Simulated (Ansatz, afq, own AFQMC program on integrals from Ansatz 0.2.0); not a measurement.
# AlGeH$_{4}$, doublet → AlGeH4, quartet

```xyz
6

Ge    0.0000    0.0000    0.7847
Al    0.0000    0.0000   -1.8784
H    -1.1260    0.0000   -0.5236
H     1.1260    0.0000   -0.5236
H     0.0000   -1.4027   -2.6096
H     0.0000    1.4027   -2.6096
```

Connectivity, by distances: Ge–AlH2, 2 bridging H.

E(quartet, charge +0) − E(doublet, charge +0) at this geometry, on UHF and UHF determinants.

Basis 6-31G. Only valence electrons are correlated. AFQMC by an in-house program on the Cholesky factors that Ansatz 0.2.0 writes for its CCSD(T) run. The CISD trial takes its coefficients from CCSD amplitudes. Released means that phaseless walkers are propagated on without the constraint, phases kept. ± is one standard error of the sampling. No spin–orbit coupling. The errors of all members are added in quadrature.

No full CI on the walks' own integrals is used here. The released AFQMC energy serves as the reference, which it does only where one determinant dominates, the energy is flat over the last release times and near the phaseless one (40 meV or 2 meV an electron, half that with transition metals). On small molecules, where full CI could be run and the noise was under 10 meV, such values lay within 10 meV of it in 19 cases of 20, a flattering rate, since the rule was set on those same cases; what remains of the bias isn't in the error bar. Each member takes its own surest rung, up to full CI.

Errors are counted within 6-31G, not against nature.

Cautions: inner d shell frozen; no relativity below Rb; no spin-orbit coupling; AlGeH₄ (doublet): the released value is read at 2.40 1/Eh (meV from the phaseless value at times in 1/Eh: -0.3 ± 1.4 at 0.24, -1.7 ± 1.3 at 0.51, -2.1 ± 0.8 at 0.99, -2.1 ± 0.7 at 1.62, -3.9 ± 0.9 at 2.40); AlGeH₄ (quartet): another spin lies lower, the ph-AFQMC/CISD walk drifts between its halves (2.5 errors), the released value is read at 2.40 1/Eh (meV from the phaseless value at times in 1/Eh: 0.5 ± 1.9 at 0.24, -1.4 ± 1.6 at 0.51, -2.9 ± 1.2 at 0.99, -3.1 ± 0.9 at 1.62, -6.6 ± 1.5 at 2.40); core correlation is missing, and it shifts such a gap most where an s electron is promoted.

Reference (AFQMC with the constraint released): 372.4 ± 0.2 kJ/mol.

```json
{"level": "HF", "vertical spin gap (kJ/mol)": "349.4", "error against released AFQMC (kJ/mol)": "-22.9 ± 0.2"}
{"level": "MP2", "vertical spin gap (kJ/mol)": "375.0", "error against released AFQMC (kJ/mol)": "2.7 ± 0.2"}
{"level": "CCSD", "vertical spin gap (kJ/mol)": "373.8", "error against released AFQMC (kJ/mol)": "1.4 ± 0.2"}
{"level": "CCSD(T)", "vertical spin gap (kJ/mol)": "373.0", "error against released AFQMC (kJ/mol)": "0.7 ± 0.2"}
{"level": "ph-AFQMC/HF", "vertical spin gap (kJ/mol)": "375.6 ± 1.8", "error against released AFQMC (kJ/mol)": "3.3 ± 1.8"}
{"level": "ph-AFQMC/CISD", "vertical spin gap (kJ/mol)": "372.6 ± 0.2", "error against released AFQMC (kJ/mol)": "0.3 ± 0.3"}
```

Correlation beyond CCSD(T) takes off 0.7 ± 0.2 kJ/mol. The perturbative (T) step is worth −0.7 kJ/mol.

A walk keeps the symmetry of its determinant, which the program's search chose and which needn't be the lowest solution, so a lower state of the same spin and another symmetry isn't excluded. Released energies are given only where the last usable release times agree within the noise; a slower fall can still hide under it.
